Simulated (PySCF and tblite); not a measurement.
Results of a calculation; reference values are marked as such.
C4H6O, numbered as in [CH3:1]/[CH:2]=[CH:3]/[CH:4]=[O:5].

Conformers came from 90 starts (ETKDG and KDG, MMFF94s, GFN2-xTB); geometries are GFN2-xTB. Energies: PBE0-D3(BJ)/def2-TZVP (IEF-PCM, chloroform), with GFN2-xTB thermal terms (modes under about 100 cm⁻¹ blended into free rotors). Symmetry numbers and mirror images are counted. Conformers within 2.5 kcal/mol (GFN2-xTB free energy) were kept, 6 at most. Codes: tblite and PySCF.

An NOE distance is ⟨r⁻⁶⟩^(−1/6) over all pairs of like atoms and, for the average, over conformers.

Torsions listed: C2–C3–C4–O5.

| conformer | shape | weight % |
| --- | --- | --- |
| 1 | 180° | 98.3 |
| 2 | 0° | 1.7 |

Question: Which H–H contacts under 3.5 Å would NOEs report (pairs on one atom left out) at 298.15 K?

Answer: 
| pair | in 1 (Å) | in 2 (Å) | average (Å) |
| --- | --- | --- | --- |
| H2 ··· H4 | 2.36 | 3.71 | 2.37 |
| H1 ··· H2 | 2.64 | 2.65 | 2.64 |
| H1 ··· H3 | 2.85 | 2.86 | 2.85 |
| H2 ··· H3 | 3.06 | 3.05 | 3.06 |
| H3 ··· H4 | 3.10 | 2.40 | 3.07 |

Longer pairs under the limit may be missing.

Question: In a model where alignment follows shape alone (order matrix 0.0005 × (3G/tr G − 1)/2, G the second moments of the atom positions; splitting J + 2D), what are the one-bond C–H dipolar couplings D?

Answer: H1 2.2 Hz (2.2 in conformer 1), H2 2.6 Hz (2.6 in conformer 1), H3 2.7 Hz (2.7 in conformer 1), H4 2.5 Hz (2.6 in conformer 1).
